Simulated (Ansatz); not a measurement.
System: CHO2, charge 0, multiplicity 2. It need not be the lowest isomer of its formula. 
Structure (B3LYP-D3(BJ)/def2-TZVP (Ansatz, an electronic-structure program) minimum search):
```
C
O 1 1.1815
O 1 1.3236 2 130.78
H 3 0.9792 1 109.74 2 0.00
```
Charge 0, spin multiplicity 2.

Basis-set convergence of Hartree-Fock and CCSD(T) correlation energies (hartree) with Ansatz. Valence correlation only, unless marked. Open shells are spin-unrestricted. Spin-orbit coupling is left out. Non-relativistic.

| basis | functions | E(HF) | E(corr, CCSD(T)) |
|---|---|---|---|
| aug-cc-pVDZ | 78 | -188.16214 | -0.52927 |
| aug-cc-pVTZ | 161 | ___ | ___ |

Question: Some entries are withheld; supply them.

Answer: 
- aug-cc-pVTZ, E(HF): -188.20853
- aug-cc-pVTZ, E(corr, CCSD(T)): -0.64020
